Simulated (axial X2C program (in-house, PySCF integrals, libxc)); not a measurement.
# Potential curves of SiN, with spin–orbit coupling

All values were computed with an in-house all-electron X2C program for linear molecules (integrals from PySCF). Two-component (2c) means X2C with spin–orbit coupling and atomic mean-field two-electron Coulomb and Gaunt terms. Basis: Si dyall-v3z [8s7p2d1f], N dyall-av3z [7s7p3d2f] (cores contracted in-house); Gaussian nuclei, density fitting, unrestricted open shells. Masses: Si 27.977 u, N 14.003 u.

State: Ω = 3/2 (⟨Sz⟩ = 0.50, ⟨Lz⟩ = 1.00 at PBE0). Energies in eV from the fragments at the same level (Si + N). Fits are polynomials in 1 − R0/R over 0.85 to 1.23 times the lowest point R0.

| R (Å) | PBE0 |
| --- | --- |
| 1.4346 | -2.9212 |
| 1.5006 | -3.6616 |
| 1.5501 | -3.9793 |
| 1.5995 | -4.1414 |
| 1.6490 | -4.1831 |
| 1.7067 | -4.1163 |
| 1.7644 | -3.9595 |
| 1.8386 | -3.6735 |
| 1.9293 | -3.2645 |
| 2.0613 | -2.6649 |

Dissociation energies refer to the lowest single-determinant-based atoms at the same level and basis. Density functionals use the spin component along the axis (collinear). In 2c an atomic determinant is not the ground J level, so De misses part of the atomic spin–orbit lowering. This holds for PBE0. The functionals have no current-density term, which raises determinants with orbital currents, atoms included. The state is one determinant with fixed occupations, lowest in a PBE0 search at one distance only: followed along the bond, the spin-free determinant M_S = 1/2, Λ = 0 reaches 0.18 eV lower at PBE0, at Re = 1.571 Å, so the state shown is not the lowest. The determinant is spin-polarised beyond a pure state at some levels (its spin-free form has ⟨S²⟩ too high), which makes Re and μ there less reliable.

Task: Fit the PBE0 curve near its minimum: give the equilibrium distance, the harmonic wavenumber and the well depth.

Result: At PBE0, 2c: Re = 1.644 Å, ωe ≈ 1060 cm⁻¹, De = 4.18 eV to Si + N; Be follows as 0.668 cm⁻¹.
